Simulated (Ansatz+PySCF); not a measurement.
Results of a calculation; reference values are marked as such.
Input for Ansatz (development build ahead of 0.2.0):

```yaml
crystal:
  periodic: [false, false, false]
  atoms:
    - { symbol: Mg, position_ang: [0.0, 0.0, 0.0] }
    - { symbol: H, position_ang: [2.94507, 0.0, 0.0] }
    - { symbol: H, position_ang: [-2.95719, 0.0, 0.0] }
basis:
  gaussian: { orbitals: STO-3G }
hamiltonian:
  xc: hf
correlation:
  method: fci
  frozen_orbitals: { H: 0, Mg: 1 }
```

The input is written out in the form of the current development build from the run's settings.

The run gave:

* Converged: yes
* Total energy: -197.99934 hartree
* State: lowest singlet root, of any spatial symmetry
